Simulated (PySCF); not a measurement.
**MgCl: bond curves at several levels of theory**

One job finds the state of MgCl, follows it along the bond with each method and fits the curves.

Computed with PySCF 2.14.0. Level: Mg pcseg-1, Cl pcseg-1, no relativity.

## 1. The job

A driver script around PySCF takes these settings:

```
atoms                         : Mg, Cl
charge                        : 0
basis                         : Mg pcseg-1, Cl pcseg-1
Hamiltonian                   : no relativity
basis functions               : 28
electrons treated             : 29
masses in u                   : 23.9850, 34.9689
levels                        : PBE0, PBE, r²SCAN, BLYP, M06-2X, M06-L, HF, MP2, SCS-MP2, CCSD, CCSD(T)
grid                          : 80 radial by 434 angular points
occupations                   : held fixed by the projection of orbital angular momentum
dissociation limit            : Mg + Cl, each in its ground configuration
starting distance in angstrom : 2.325
values of 2S to try           : 1, 3
```

Further steps of the session: The PBE0 curve of the state that the search chose; Higher solutions at PBE0; PBE; r²SCAN (meta-GGA); BLYP (GGA); M06-2X (hybrid meta-GGA); M06-L (meta-GGA); UHF (mean field); Correlated methods on the Hartree–Fock reference.

Q: Predict the outcome of this session. Wanted: for each run, Re; ωe; De; μ.

As calculated:

Lowest PBE0 solution found, without spin–orbit coupling: ²Σ⁺ (doublet), unpaired electrons σ ↑. State 2 has its PBE0 minimum 6.58 eV higher. The other levels ran on the lowest alone.

```
      level  Re (Å)  ωe (cm⁻¹)  De (eV)  μ (D)
        UHF   2.281        417     2.53  -5.24
    UHF-MP2   2.283        417     2.99    n/a
UHF-SCS-MP2   2.286        415     2.81    n/a
   UHF-CCSD   2.286        414     2.54    n/a
UHF-CCSD(T)   2.287        413     2.58    n/a
        PBE   2.284        403     3.05  -4.48
       BLYP   2.295        394     2.79  -4.52
     r²SCAN   2.270        417     3.31  -4.68
      M06-L   2.266        417     3.16  -4.73
       PBE0   2.271        415     3.04  -4.71
     M06-2X   2.267        412     2.95  -4.78
```

De is counted to Mg + Cl in their ground configurations. A positive dipole means Mg(−)Cl(+).

Differences from CCSD(T) in the same basis:

```
      level  Re (mÅ)  ωe (%)
        UHF       -7    +1.2
    UHF-MP2       -4    +1.0
UHF-SCS-MP2       -2    +0.5
   UHF-CCSD       -1    +0.3
        PBE       -3    -2.3
       BLYP       +8    -4.5
     r²SCAN      -17    +1.0
      M06-L      -22    +1.0
       PBE0      -17    +0.5
     M06-2X      -20    -0.2
```

In words: Judged by CCSD(T) in the same basis: best bond length UHF-CCSD (-1 mÅ), worst M06-L (-22 mÅ); best wavenumber M06-2X (-0.2 %), worst BLYP (-4.5 %). Hartree–Fock falls on the short and stiff side, its usual fault. CCSD(T) in a basis this small is itself some way from its limit, more so than the functionals. Among the levels with a De in the table, it runs from 2.53 eV (UHF) to 3.31 eV (r²SCAN).

Correlated steps freeze 6 core orbitals.
